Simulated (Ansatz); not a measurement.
Basis-set extrapolation for C3H3FO, SMILES `OC1=C(F)C1` (PBE0-D4/def2-TZVP geometry, frozen core, Ansatz 0.2.0). Multiplicity 1, RHF reference.

```tsv
	def2-TZVPP	def2-QZVPP
HF	-289.641937	-289.654738
MP2 correlation	-0.957546	-1.031203
CCSD(T) correlation	-1.012165	not run
```

Energies in hartree. Use E(X) = E(∞) + A·exp(−7.88·√X) for Hartree–Fock and E(X) = E(∞) + B·X^(−2.97) for correlation, with X = 3 and 4, and add CCSD(T) minus MP2 of the smaller set to the MP2 limit.

Question: What is the CCSD(T) energy at the basis-set limit?

Answer: HF limit: -289.654738 + (-0.012801) × 0.13774 = -289.65650. MP2 limit: -1.031203 + (-0.073657) × 0.74074 = -1.08576. Higher-order term: -1.012165 − (-0.957546) = -0.05462. Total: -290.79688 hartree, 89.6 kcal/mol below CCSD(T)/def2-TZVPP.
